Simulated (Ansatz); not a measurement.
**B3 (quartet): from Hartree-Fock to the top rungs at a displaced geometry (v1), cc-pVDZ**

One table from this session's results is given with a row withheld; the runs are named, their logs left out.

Method: cc-pVDZ, core rule «outside noble gas», up to 3 orbitals frozen; program: Ansatz 0.2.0, Gaussian basis.

To be run: UHF; CCSD(T) on ROHF; CCSD(T) on UHF; BCCD(T) on ROHF; CISD as a restricted active space (open shells left free, so some higher excitations enter); CCSDT(Q) on ROHF; CCSDT(Q) on UHF.

19 further runs of the same task are left out: 9 that didn't finish, 10 set aside as unsound or not needed. Runs told in other sessions of the task aren't counted.

### What is computed

The geometry is a PBE0/def2-TZVP stationary point (not a proven minimum) with its atoms shifted at random (size 0.040 Å).

3 atoms, charge 0, spin multiplicity 4.

Atoms are counted from 1 here; the program's logs count them from 0.

Bond lengths: B1–B2 1.533 Å, B2–B3 1.566 Å. Angles: B1–B2–B3 176.7°.

Set-up of the first run:

Contents of in.yaml:

```yaml
crystal:
  periodic: [false, false, false]
  atoms:
    - {symbol: B, position_ang: [-0.015433, -0.009008, 1.543140]}
    - {symbol: B, position_ang: [-0.016266, -0.025151, 0.010487]}
    - {symbol: B, position_ang: [0.031698, 0.034159, -1.553627]}
basis:
  gaussian: {orbitals: cc-pVDZ}
magnetization: {spin_polarized: true, initial_magnetization: 3}
hamiltonian: {xc: hf}
output: {orbitals: {seedname: orbitals}}
```

Command:

```console
$ ansatz run in.yaml --threads 1 --pin off --events-out ev --progress --plain --max-ram 2393MiB
```

Among the steps run: UHF; CCSD(T) on ROHF; CCSD(T) on UHF; BCCD(T) on ROHF; CISD as a restricted active space (open shells left free, so some higher excitations enter); CCSDT(Q) on ROHF; CCSDT(Q) on UHF.

One of the session's tables, all rows but one given; the rest of the session is left out.

It belongs to the step «Misses and costs». 

```
   method  from RCCSDT(Q) (kJ/mol)
     ROHF                   +585.5
     RMP2                   +139.1
     UMP2                   +138.5
     CISD                   +127.3
    RCCSD                    +57.6
    UCCSD                    +57.4
 RCCSD(T)                    +15.9
 UCCSD(T)                        ?
  BCCD(T)                    +15.9
   RCCSDT                     +5.4
   UCCSDT                     +5.4
RCCSDT(Q)                        0
UCCSDT(Q)                     -0.5
```

**Question.** Estimate the row for UCCSD(T).

**Answer.** from RCCSDT(Q) (kJ/mol): +16.1. In the column «from RCCSDT(Q) (kJ/mol)» it lies between BCCD(T) (+15.9) and UCCSD (+57.4).

Left out of the table: UHF (another determinant or state than the rows shown).

To keep in mind: The determinant of HF (⟨S²⟩ 4.41) is far from a pure spin state, so its energy mixes those of several spin states; that is harmless only where they are near-degenerate. Warnings: spin contamination; coupled cluster took another determinant than the lowest; large T1 diagnostic. Restricted and unrestricted rows rest on different reference determinants; a gap between their highest levels can come from leftover correlation error, from unlike frozen cores or from another state.
